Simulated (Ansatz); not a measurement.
Elastic constant C33 (GPa) of solids drawn from the class of elemental solids other than molecular ones, at two levels: LDA (plane waves, PAW; Ansatz, a first-principles code), and PBEsol (Ansatz, plane waves, PAW).

| solid | LDA | PBEsol | shift (%) |
|---|---|---|---|
| hcp Tc | 607 | 584 | -3.8 |
| hcp Lu | 111 | 102 | -8.1 |
| hcp Cd | 68.5 | 59.2 | -13.6 |
| hcp Y | 88.9 | 85.2 | -4.2 |
| hcp Os | 917 | 890 | -2.9 |
| hcp Zr | 178 | 172 | -3.4 |
| hcp Ti | 208 | 198 | -4.8 |
| hcp Co | 513 | 467 | -9.0 |
| white tin (β-Sn) | 102 | 96.9 | -5.0 |
| hcp Zn | 92.8 | 82.8 | -10.8 |

The shifts run from -13.6 % to -2.9 %, with a median of -4.9 %.

Over all 10 rows PBEsol is the larger in 0.

Ansatz's runs of these crystals have no spin polarisation, but for hcp Co.

Density-functional runs with spin start from parallel moments for hcp Co.

Spin–orbit coupling is left out, also for the solids with elements from indium on (hcp Lu, hcp Os, white tin (β-Sn)); its size isn't shown.

Each level is taken at its own relaxed cell. Ansatz's density-functional and Hartree–Fock values are scalar-relativistic unless marked +SOC, with PAW data made under PBE.
